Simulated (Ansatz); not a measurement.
# CH5SSi: the cost of one run

All numbers are computed with the Python package of Ansatz 0.2.0. The levels of theory stand in the script.

## (1) Starting point

Bond lengths: C1–Si2 1.777 Å, Si2–S3 2.142 Å, C1–H4 1.154 Å, C1–H5 1.104 Å, C1–H6 1.098 Å, Si2–H7 1.507 Å, S3–H8 1.284 Å. Angles: C1–Si2–S3 107.7°, C1–Si2–H7 111.7°, S3–Si2–H7 109.1°, Si2–C1–H4 109.9°, Si2–C1–H5 114.8°, Si2–C1–H6 115.9°, H4–C1–H5 105.0°, H4–C1–H6 105.8°, H5–C1–H6 104.6°, Si2–S3–H8 97.3°.

The script holds or builds the structure itself.

## (2) The script

Contents of composite_ch5ssi.py:

```python
import itertools
import logging
import sys

import ansatz as az
from ase.data import atomic_numbers, covalent_radii
import numpy as np

logging.basicConfig(stream=sys.stdout, format="%(levelname)s:%(name)s:%(message)s")
log = logging.getLogger("calc")
log.setLevel(logging.INFO)

BASIS = "def2-SVP"
XC = "r2scan"

GEOMETRY = """
C    -0.52340    0.70550   -0.42780
Si    1.01910   -0.08970   -0.04610
S     0.57630   -1.87990    1.04290
H    -0.32740    1.68800   -0.99970
H    -1.12180    1.00170    0.45190
H    -1.21800    0.12860   -1.05260
H     1.90580    0.79170    0.79500
H    -0.21830   -2.40300    0.18060
"""

mol = az.Crystal.molecule()
for line in GEOMETRY.strip().splitlines():
    symbol, *xyz = line.split()
    mol = mol.atom(symbol, [float(v) for v in xyz])

job = (
    mol.calculation()
    .basis(gaussian=BASIS)
    .functional(XC)
    .spin("collinear", total=1)
)
symbols = [site.symbol for site in mol.cartesian_sites]
start = np.array([site.position_ang for site in mol.cartesian_sites], dtype=float)
r = job.relax(force_tolerance=0.01).run(threads=1).report
end = np.array(r["positions_ang"])
radius = [covalent_radii[atomic_numbers[s]] for s in symbols]
span = lambda where, i, j: np.linalg.norm(where[i] - where[j])
bonded = [(i, j) for i, j in itertools.combinations(range(len(symbols)), 2) if min(span(start, i, j), span(end, i, j)) < 1.2 * (radius[i] + radius[j])]
log.info("pair        before    after (A)")
for i, j in bonded:
    print(f"{symbols[i]}{i}-{symbols[j]}{j}".ljust(10), f"{span(start, i, j):8.4f} {span(end, i, j):8.4f}")

minimum = az.Crystal.molecule()
for symbol, place in zip(symbols, end):
    minimum = minimum.atom(symbol, place.tolist())
at_minimum = minimum.calculation().spin("collinear", total=1)
level = lambda method, basis: at_minimum.basis(gaussian=basis).correlation(method).run(threads=1).report
small, large, cluster = level("mp2", "cc-pVDZ"), level("mp2", "cc-pVTZ"), level("ccsd_t", "cc-pVDZ")
corr = lambda each: (each["free_energy_ev"] - each["reference_energy_ev"]) / 27.211386246
mp2_limit = (27 * corr(large) - 8 * corr(small)) / 19
pieces = {"HF / cc-pVTZ": large["reference_energy_ev"] / 27.211386246, "MP2 correlation, DZ-TZ limit": mp2_limit, "CCSD(T) - MP2 / cc-pVDZ": corr(cluster) - corr(small)}
for name, value in pieces.items():
    log.info(f"{name:32s} {value:14.6f} Ha")
log.info(f"{'sum':32s} {sum(pieces.values()):14.6f} Ha")
print("T1 diagnostic", round(cluster["correlation"]["coupled_cluster"]["t1_diagnostic"], 4))
```

## (3) Launch

Started as:

```console
$ python composite_ch5ssi.py
```

What time and memory should one allow on 1 thread of Arm Neoverse V2, shared host?

About 78 s, with a peak of 0.43 GiB.
